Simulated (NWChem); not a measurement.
System: trifluoromethane (CHF3); SMILES FC(F)F

Here is an NWChem input.

```
start job
memory heap 200 mb stack 900 mb global 1100 mb
geometry units angstroms noautosym nocenter noautoz
  F      0.880498     0.880498    -0.126012
  C      0.000000     0.000000     0.333995
  F      0.322285    -1.202783    -0.126012
  F     -1.202783     0.322285    -0.126012
  H      0.000000     0.000000     1.437170
end
basis spherical
  F library def2-svp
  C library def2-svp
  H library def2-svp
end
dft
  xc pbe0
  iterations 150
end
cosmo
  dielec 37.5
end
task dft energy
```

The geometry was optimised at PBE0/def2-SVP.

Level: PBE0/def2-SVP with COSMO at NWChem's default radii, gas-phase geometry; the question gives the dielectric constant.

Problem. Give the results of this calculation. (PBE0/def2-SVP, COSMO on the gas-phase geometry.) Quantities: electrostatic solvation energy (kcal/mol); dipole in solution (D).

Solution. 
```yaml
electrostatic solvation energy (kcal/mol): -2.5
dipole in solution (D): 1.77
```
